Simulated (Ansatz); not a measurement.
Reaction (substitution at a C–Si bond): `C=C[SiH3]` + `C#CCO` → `C#CCOC=C` + SiH₄

Calculated with Ansatz (gas phase, PBE0-D4/def2-TZVP geometries, no zero-point term in ΔE). CCSD(T)/CBS adds triple-zeta CCSD(T) − MP2 to the extrapolated MP2 energy (def2 sets, frozen cores). This one scheme is used for every species. DFT in def2-TZVPP. B3LYP here is the variant with VWN-RPA as its local correlation; programs differ in this. One conformer a species, not always the lowest.

```csv
level,ΔE (kJ/mol)
B3LYP-D4,38.5
B3LYP,39.6
```

What does CCSD(T)/CBS give? (Estimate.)

Ansatz gave: +47.4 kJ/mol. The listed levels differ from it by -8.9, -7.8 kJ/mol.

What do rigid-rotor, harmonic-oscillator terms from PBE0-D4/def2-TZVP frequencies (298.15 K, 1 bar) make of the CCSD(T)/CBS value? (Best estimate.)

Computed: ΔZPE = -6.2 kJ/mol, ΔH = +41.2 kJ/mol, ΔS = -36 J/(mol·K), ΔG = +51.9 kJ/mol.

Largest T1 diagnostic among the species: 0.013.

From r2SCAN to r2SCAN0 (25 % exact exchange), in def2-TZVPP and without D4, ΔE moves by +3.6 kJ/mol. Leaving LDA and LC-ωPBE aside and taking each functional with its dispersion term where it has one, the values, not all of them listed here, spread over 8.1 kJ/mol, from BLYP-D4 to PBE-QIDH. LDA lies −14.6 kJ/mol from PBE without D4. At CCSD(T), def2-SVP lies −21.3 kJ/mol from the extrapolated value and def2-TZVPP −4.0 kJ/mol.
